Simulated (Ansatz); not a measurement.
Rh (fcc, Cu type): values from a third-order Birch-Murnaghan fit to a volume scan beside measured ones. Computed values: r2SCAN (plane waves to 500 eV, PAW, scalar-relativistic; Ansatz, a quantum-chemistry and plane-wave program). Rh is run without spin polarisation. Rh was relaxed with its symmetry unable to fall.

| quantity | reference | kind |
|---|---|---|
| Lattice constant a (Å) | 3.794 | measured, corrected to the static lattice |
| Bulk modulus B₀ (GPa) | 271 | measured, corrected to the static lattice |

References as given in: Daniel Mejia-Rodriguez, S. B. Trickey, Physical Review B (2018), arXiv:1807.09216; H. Levämäki, M. P. J. Punkkinen, K. Kokko et al., Physical Review B (2014), arXiv:1402.3671.

**Question.** What does r2SCAN give, and how far is that from the reference?

**Answer.** 
```csv
quantity,r2SCAN,difference
Lattice constant a (Å),3.800,+0.2 %
Bulk modulus B₀ (GPa),281,+3.6 %
```

For the lattice constant a it lies within 0.3 % of the reference. For the bulk modulus B₀ it lies within 6.5 % of the reference.

(Under strain, the slope of the energy per volume gives the stress and its curvature an elastic modulus.)
